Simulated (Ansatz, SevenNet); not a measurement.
For rutile PbO2, the machine-learned potential SevenNet-0 (trained on PBE and PBE+U data) gives:

```
Quantity                         Result
------------------------------  -------
equilibrium lattice constant a  5.067 Å
lattice parameter c             3.451 Å
```

**Question.** What does r²SCAN (PAW; Ansatz, an electronic-structure program) give for the same quantities?

**Answer.** 
- lattice constant a: 4.986 Å (falls by 1.6 %)
- lattice parameter c: 3.405 Å (falls by 1.3 %)

For comparison: lattice constant a 4.958 Å (measured, room temperature, no zero-point or thermal correction, our sources range from 4.950 to 4.958; as tabulated in Hiroi (2015), arXiv:1503.02262); lattice parameter c 3.388 Å (measured, room temperature, not corrected to a static lattice; as tabulated in Hiroi (2015), arXiv:1503.02262).

Changes are worked out from the printed values.

Unless a cell is named, each level is at its own relaxed cell (SevenNet-0 14.77, r²SCAN 14.11 Å³/atom).

Levels without +SOC leave out spin–orbit coupling, which shifts energies and cells of such heavy elements.

Ansatz's density-functional and Hartree–Fock values are scalar-relativistic unless marked +SOC, with PAW data made under PBE.
